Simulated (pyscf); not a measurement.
This saddle point was located with ωB97X-D3(BJ)/def2-SVP in PySCF.

```
Ge
Cl 1 2.1510
Cl 1 2.1938 2 106.62
Cl 1 2.4563 2 98.47 3 -98.99
H 4 1.4381 1 71.73 2 -100.51
Cl 5 1.7130 4 146.49 1 -2.30
```
Charge 0, spin multiplicity 2.

Surface: doublet, charge 0. Lowest wavenumbers (cm⁻¹): 439i, 53, 103, 117, 140.

Problem. What reaction is this the transition state of?

Solution. Cl–Ge•(Cl)–Cl (SMILES [Cl][Ge]([Cl])[Cl]) + HCl (SMILES Cl) <-> HCl (SMILES Cl) + Cl–Ge•(Cl)–Cl (SMILES [Cl][Ge]([Cl])[Cl]), a four-centre exchange read from left to right: Cl–Ge, Cl–H broken and Cl–H, Cl–Ge formed. At ωB97M-D3(BJ)/def2-TZVP it lies +18.4 kcal/mol from the left side and +18.4 kcal/mol from the right (each side as separated species at their lowest minima found). This is the saddle that the search found; another between the same sides may lie lower. Elements up to Kr have no core potential and no relativistic terms here.
